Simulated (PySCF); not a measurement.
## A rate constant, worked out

An elementary step of Si2H6O, singlet (Si₂H₄ ([SiH][SiH3]) + H₂O → Si₂H₆O ([OH][SiH2][SiH3]); H–O broken or loosened, Si–H, Si–O formed or tightened). The start structure is the complex of the reactants, bound by 0.74 eV, and the electronic barrier above it is 1.029 eV by CCSD(T) at an estimated basis limit (MP2 extrapolated from triple and quadruple zeta, plus CCSD(T) − MP2 in triple zeta). Computed with PySCF 2.14 with density fitting (its default auxiliary sets; JK sets also for MP2 and CCSD(T)) (basis: def2-TZVPP and def2-QZVPP); correlated methods freeze the cores. Extrapolation: Hartree–Fock as exp(−7.88 √X), correlation as X^−2.97. Harmonic wavenumbers (analytic Hessian with the translational sum rule) at PBE0-D4/def2-TZVP (PySCF 2.14 with density fitting (its default auxiliary sets; JK sets also for MP2 and CCSD(T))), in cm⁻¹:

Start: 104, 157, 226, 329, 378, 418, 460, 502, 673, 705, 769, 887, 921, 952, 1594, 1990, 2071, 2196, 2202, 3729, 3877.

Saddle: 1526i, 94, 128, 283, 396, 446, 489, 528, 630, 711, 829, 868, 926, 942, 1083, 1888, 2128, 2196, 2210, 2225, 3808.

Work out the transition-state-theory rate constant at 900 K from these numbers alone (harmonic vibrations; rotation, path degeneracy and anharmonicity left out), and the Wigner tunnelling factor. Use 1 cm⁻¹ = 1.2398 × 10⁻⁴ eV and k_B = 8.617 × 10⁻⁵ eV/K.

Zero-point energies, half the sums: start 25140/2 cm⁻¹ = 1.5585 eV; saddle, real modes only, 22808/2 cm⁻¹ = 1.4139 eV.
Barrier with zero-point energy: 1.029 + 1.4139 − 1.5585 = 0.8844 eV.
k_BT = 0.07756 eV, so the barrier is 11.40 k_BT.
Vibrational partition functions from the zero-point level, ln q = −Σ ln(1 − exp(−hν/k_BT)): start 10.390, saddle 9.589.
k = (k_BT/h) exp(ln q‡ − ln q) exp(−E0/k_BT), with log₁₀(k_BT/h in s⁻¹) = 13.27: log₁₀ k = 13.27 + (-0.801 − 11.40)/2.3026 = 7.97, so k ≈ 9 × 10^(7) s⁻¹.
Wigner factor: 1 + (hν‡/k_BT)²/24 = 1 + (2.44)²/24 = 1.25. A change of 1 kcal/mol (0.043 eV) in the barrier would change k by a factor of 1.7 at this temperature.

The T1 diagnostic stays at or below 0.016. The restricted Hartree–Fock reference is unstable towards an unrestricted one at one or more of these structures.

Losses and insertions of silylenes and their heavier kin drive the gas-phase chemistry of silicon and germanium vapour deposition.

Labels in which every atom is bracketed show which atoms are joined, not bond orders.

For scale, one of the runs: CCSD(T)/def2-TZVPP, 199 basis functions, launched by `OMP_NUM_THREADS=4 python run.py`. The run took 5.2 min on 4 CPU threads of an Arm Neoverse V1 (shared host), with 2.1 GiB of host memory at its peak.
